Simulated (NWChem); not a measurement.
Everything below was run with NWChem. System: H$_{2}$Si, charge 0, spin multiplicity 3, at a geometry optimised with UB3LYP/def2-SVP. The structure started from a generated list of species. Its SCF solution wasn't tested for a lower state. Level: UHF/def2-TZVPD.

Job file:

```
start mol
memory heap 200 mb stack 900 mb global 1100 mb
geometry units angstroms nocenter noautoz
  Si     0.000000     0.000000    -0.095091
  H      1.286679     0.000000     0.665639
  H     -1.286679     0.000000     0.665639
  symmetry group C2v
end
basis spherical
  * library def2-tzvpd
end
scf
  uhf
  nopen 2
  maxiter 100
  thresh 1e-7
  semidirect memsize 60000000 filesize 0
  # guess.movecs holds the orbitals of an unrestricted PBE0 run
  vectors input guess.movecs output mol.movecs
end
task scf energy
```

Part of the output:

```
             Northwest Computational Chemistry Package (NWChem) 7.3.0
             --------------------------------------------------------

                                NWChem Input Module
                                -------------------

 Scaling coordinates for geometry "geometry" by  1.889725989
 (inverse scale =  0.529177249)

 Turning off AUTOSYM since
 SYMMETRY directive was detected!

                             Geometry "geometry" -> ""
                             -------------------------

 Output coordinates in angstroms (scale by  1.889725989 to convert to a.u.)

  No.       Tag          Charge          X              Y              Z
 ---- ---------------- ---------- -------------- -------------- --------------
    1 Si                  14.0000     0.00000000     0.00000000    -0.09509100
    2 H                    1.0000     1.28667900     0.00000000     0.66563900
    3 H                    1.0000    -1.28667900     0.00000000     0.66563900

 Effective nuclear repulsion energy (a.u.)      10.1183610426

            Nuclear Dipole moment (a.u.)
            ----------------------------
        X                 Y               Z
 ---------------- ---------------- ----------------
     0.0000000000     0.0000000000     0.0000075589

      Symmetry information
      --------------------

 Group name             C2v
 Group number             16
 Group order               4
 No. of unique centers     2

      Symmetry unique atoms

     1    2


 Summary of "ao basis" -> "" (spherical)
 ------------------------------------------------------------------------------
       Tag                 Description            Shells   Functions and Types
 ---------------- ------------------------------  ------  ---------------------
 *                         def2-tzvpd                 on all atoms

 Summary of "ao basis" -> "ao basis" (spherical)
 ------------------------------------------------------------------------------
       Tag                 Description            Shells   Functions and Types
 ---------------- ------------------------------  ------  ---------------------
[...]
  ----- ------------  ---------------      ----- ------------  ---------------
    20      0.761217  1 Si py                14      0.150108  1 Si py

 Vector   10  Occ=0.000000D+00  E= 8.338708D-02  Symmetry=a1
              MO Center= -1.3D-14,  2.7D-16,  3.4D-01, r^2= 1.1D+01
   Bfn.  Coefficient  Atom+Function         Bfn.  Coefficient  Atom+Function
  ----- ------------  ---------------      ----- ------------  ---------------
     6      2.272624  1 Si s                 46     -0.819271  2 H  s
    55     -0.819271  3 H  s                  5     -0.708067  1 Si s
    21      0.594042  1 Si pz                36      0.267820  1 Si d  2
    45      0.159140  2 H  s                 50      0.159075  2 H  px
    54      0.159140  3 H  s                 59     -0.159075  3 H  px

 center of mass
 --------------
 x =   0.00000000 y =   0.00000000 z =  -0.08308402

 moments of inertia (a.u.)
 ------------------
           3.885618081226           0.000000000000           0.000000000000
           0.000000000000          15.802241633604           0.000000000000
           0.000000000000           0.000000000000          11.916623552378

  Mulliken analysis of the total density
  --------------------------------------

    Atom       Charge   Shell Charges
 -----------   ------   -------------------------------------------------------
    1 Si  14    13.98   2.00  0.59  1.39  0.86  0.59 -0.02  4.12  1.73  0.50  1.44  0.64  0.06  0.08  0.01  0.01
    2 H    1     1.01   0.23  0.54  0.24  0.01 -0.00
    3 H    1     1.01   0.23  0.54  0.24  0.01 -0.00

  Mulliken analysis of the alpha density
  --------------------------------------

    Atom       Charge   Shell Charges
 -----------   ------   -------------------------------------------------------
    1 Si  14     7.94   1.00  0.30  0.69  0.51  0.38 -0.01  2.08  0.85  0.33  1.16  0.57  0.03  0.04  0.01  0.00
    2 H    1     0.53   0.12  0.28  0.12  0.01  0.00
    3 H    1     0.53   0.12  0.28  0.12  0.01  0.00

   Mulliken analysis of the beta density
   -------------------------------------

    Atom       Charge   Shell Charges
 -----------   ------   -------------------------------------------------------
    1 Si  14     6.04   1.00  0.29  0.70  0.35  0.21 -0.01  2.04  0.88  0.16  0.28  0.06  0.03  0.03  0.00  0.01
    2 H    1     0.48   0.11  0.26  0.11  0.00 -0.00
    3 H    1     0.48   0.11  0.26  0.11  0.00 -0.00

   Mulliken analysis of the spin density
   -------------------------------------

    Atom       Charge   Shell Charges
 -----------   ------   -------------------------------------------------------
    1 Si  14     1.91   0.00  0.01 -0.01  0.17  0.18 -0.01  0.04 -0.03  0.17  0.87  0.51  0.00  0.01  0.00 -0.00
    2 H    1     0.05   0.01  0.02  0.01  0.00  0.00
    3 H    1     0.05   0.01  0.02  0.01  0.00  0.00

       Multipole analysis of the density wrt the origin
       ------------------------------------------------

     L   x y z        total         alpha         beta         nuclear
     -   - - -        -----         -----         ----         -------
     0   0 0 0     -0.000000     -9.000000     -7.000000     16.000000

     1   1 0 0      0.000000      0.000000     -0.000000      0.000000
     1   0 1 0      0.000000      0.000000      0.000000      0.000000
     1   0 0 1     -0.029852      0.687581     -0.717440      0.000008

     2   2 0 0    -11.325621    -13.266153     -9.883567     11.824100
     2   1 1 0     -0.000000     -0.000000      0.000000      0.000000
     2   1 0 1     -0.000000     -0.000000      0.000000      0.000000
     2   0 2 0    -12.383868     -9.807894     -2.575974      0.000000
     2   0 1 1      0.000000      0.000000      0.000000      0.000000
     2   0 0 2    -11.241420    -10.603629     -4.254361      3.616569

 Task  times  cpu:        0.6s     wall:        0.6s

 Total times  cpu:        0.6s     wall:        0.6s
```
